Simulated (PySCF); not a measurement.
Molecule: `C=CCC1=CC1`, C$_{6}$H$_{8}$.

Bonds (- single, = double, # triple, : aromatic): C1=C2 1.332 Å, C2-C3 1.498 Å, C3-C4 1.477 Å, C4=C5 1.298 Å, C5-C6 1.501 Å, C6-C4 1.499 Å. C1 carries H7, H8; C2 carries H9; C3 carries H10, H11; C5 carries H12; C6 carries H13, H14. H7 is cis to C3; H8 is trans to C3.

Geometry PBE0-D3(BJ)/def2-SVP throughout; GIAO in PySCF, gas phase, one conformer, non-relativistic; equivalent atoms averaged; basis pcSseg-1.

For orientation, wB97X-D gives these shifts δ (against TMS at the same level): C2 144.6, C4 129.5, C1 125.2, C3 35.6, C6 9.1, H9 6.24, H7 5.47, H10/H11 3.09, H13/H14 1.15 ppm.

A run gave: C2 133.8, C4 119.0, C1 114.7, C3 39.0, C6 12.0, H9 6.10, H7 5.26, H10/H11 3.28, H13/H14 1.15 ppm (shifts δ (against TMS at the same level)).

Task: Which functional was used in that run?
A. OPBE
B. CAM-B3LYP
C. B97-2
D. KT2

Result: D. C1 tells them apart best: KT2 gives 114.7, OPBE gives 117.7, B97-2 gives 121.2, CAM-B3LYP gives 126.3 ppm.
